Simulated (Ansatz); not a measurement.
System: SiH2, net charge 1, doublet state. 
Coordinates optimised at B3LYP-D3(BJ)/def2-TZVP (Ansatz, an electronic-structure program):
```
Si
H 1 1.4893
H 1 1.4893 2 119.40
```
Charge +1, spin multiplicity 2.

Basis-set convergence of Hartree-Fock and CCSD(T) correlation energies (hartree) with Ansatz. Cores are frozen in the correlated levels unless marked. UHF or UKS for open shells. No spin-orbit coupling. Non-relativistic.

```csv
basis,functions,E(HF),"E(corr, CCSD(T))"
def2-SVP,28,-289.63406,-0.08376
def2-TZVPP,70,-289.73683,-0.09824
def2-QZVPP,130,-289.74560,-0.10251
```

Extrapolating the two largest sets (X = 3 and 4) as X^-3: E(corr) = (64·(-0.10251) - 27·(-0.09824))/37 = -0.1056 Eh, an estimate of the basis-set limit. The largest set recovers 97.1 % of it, the smallest 79.3 %.
